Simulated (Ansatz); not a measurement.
A calculation on rock-salt HfN returned lattice constant a 4.517 Å, elastic constant C11 614 GPa, elastic constant C44 119 GPa, Voigt–Reuss–Hill shear modulus 162 GPa.

For reference: lattice constant a 4.524 Å (measured, room temperature, no zero-point or thermal correction; as tabulated in Seo, Lee, Wen, Petrov, Greene, Gall, J. Appl. Phys. 96, 878 (2004)); elastic constant C11 679 GPa (measured, temperature not stated, not corrected to a static lattice; as tabulated in Wu et al. (2005), arXiv:cond-mat/0412374); elastic constant C44 150 GPa (measured, temperature not stated, not corrected to a static lattice; as tabulated in Wu et al. (2005), arXiv:cond-mat/0412374).

Q: Which level of theory produced these numbers?
A. PBE (Ansatz, a quantum-chemistry and plane-wave program)
B. LDA (Ansatz)
C. HSE06 (Ansatz)
D. PBE-D3(BJ) (Ansatz)

A: D, PBE-D3(BJ) (Ansatz)

The others give: PBE 4.547 Å, 570 GPa, 116 GPa, 153 GPa; HSE06 4.521 Å, 623 GPa, 136 GPa, 175 GPa; LDA 4.468 Å, 675 GPa, 127 GPa, 175 GPa.

Unless a cell is named, each level is at its own relaxed cell (HSE06 11.55, LDA 11.15, PBE 11.76, PBE-D3(BJ) 11.52 Å³/atom).

Caveats: hybrids on metals are sensitive to the k mesh (HSE06); the dispersion coefficients are held fixed in the derivatives (PBE-D3(BJ)); the run warned that the count of filled bands differs between k points (HSE06). Ansatz's density-functional and Hartree–Fock values are scalar-relativistic unless marked +SOC, with PAW data made under PBE.
